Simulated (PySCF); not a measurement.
# Level sweep

Compound: CH3NO.
Structure used (PBE0-D3(BJ)/def2-SVP), in Å, numbered top down from 1:
```
atom  x, y, z in Å
N1    -0.588   -0.338    0.143
C2     0.568    0.313   -0.131
O3     1.599   -0.211   -0.473
H4    -0.622   -1.345    0.050
H5    -1.424    0.161    0.410
H6     0.466    1.420    0.002
```

PySCF, dipoles from the SCF density, polarisabilities from static response with core orbitals frozen. Geometry: PBE0-D3(BJ)/def2-SVP; no solvent, vibrations or thermal averaging.

Reference polarisability: 4.080 Å³ (measured, gas; NIST CCCBDB Release 22 (SRD 101), experimental polarizabilities). Reference polarisability: 4.081 Å³ (computed, CCSD(T)/CBS, static electronic, isotropic average, equilibrium geometry, gas; Hait, Head-Gordon, Phys. Chem. Chem. Phys. 20 (2018) 19800). Errors are taken against the first value of each kind. The anisotropy is √(½[(α1 − α2)² + (α2 − α3)² + (α3 − α1)²]).

```json
{"level": "B3LYP/def2-SVPD", "μ (D)": "4.011", "α (au)": "27.40", "error (%)": "-0.5", "anisotropy (au)": "13.97"}
{"level": "PBE0/def2-SVPD", "μ (D)": "4.023", "α (au)": "26.94", "error (%)": "-2.1", "anisotropy (au)": "13.64"}
{"level": "BHandHLYP/def2-SVPD", "μ (D)": "4.141", "α (au)": "25.90", "error (%)": "-5.9", "anisotropy (au)": "12.80"}
{"level": "CAM-B3LYP/def2-SVPD", "μ (D)": "4.077", "α (au)": "26.87", "error (%)": "-2.4", "anisotropy (au)": "13.43"}
{"level": "wB97X-D/def2-SVPD", "μ (D)": "4.069", "α (au)": "26.82", "error (%)": "-2.6", "anisotropy (au)": "13.14"}
{"level": "LC-wPBE/def2-SVPD", "μ (D)": "4.085", "α (au)": "26.21", "error (%)": "-4.8", "anisotropy (au)": "13.04"}
{"level": "PBE0/6-31G*", "μ (D)": "3.849", "α (au)": "19.64", "error (%)": "-28.7", "anisotropy (au)": "16.05"}
{"level": "PBE0/def2-SVP", "μ (D)": "3.882", "α (au)": "20.19", "error (%)": "-26.7", "anisotropy (au)": "14.92"}
{"level": "PBE0/aug-cc-pVDZ", "μ (D)": "3.944", "α (au)": "27.60", "error (%)": "+0.2", "anisotropy (au)": "13.71"}
{"level": "PBE0/def2-TZVP", "μ (D)": "3.967", "α (au)": "24.18", "error (%)": "-12.2", "anisotropy (au)": "14.31"}
{"level": "PBE0/def2-TZVPD", "μ (D)": "3.943", "α (au)": "27.75", "error (%)": "+0.8", "anisotropy (au)": "13.59"}
{"level": "PBE0/aug-cc-pVTZ", "μ (D)": "3.938", "α (au)": "27.93", "error (%)": "+1.5", "anisotropy (au)": "13.58"}
```

For the polarisability, the smallest error is 0.2% (PBE0/aug-cc-pVDZ) and the largest 28.7% (PBE0/6-31G*). The dipole runs from 3.85 D (PBE0/6-31G*) to 4.14 D (BHandHLYP/def2-SVPD). In one basis (def2-SVPD) the functionals order the polarisability from BHandHLYP (lowest) to B3LYP (highest), a spread of 6%. With PBE0 the polarisability is 21.33 au without diffuse functions (mean of 6-31G*, def2-SVP and def2-TZVP) and 27.56 au with them (mean of def2-SVPD, aug-cc-pVDZ, def2-TZVPD and aug-cc-pVTZ). Measured values can belong to vibrating molecules and may average over conformers; the computed ones are for one fixed geometry.
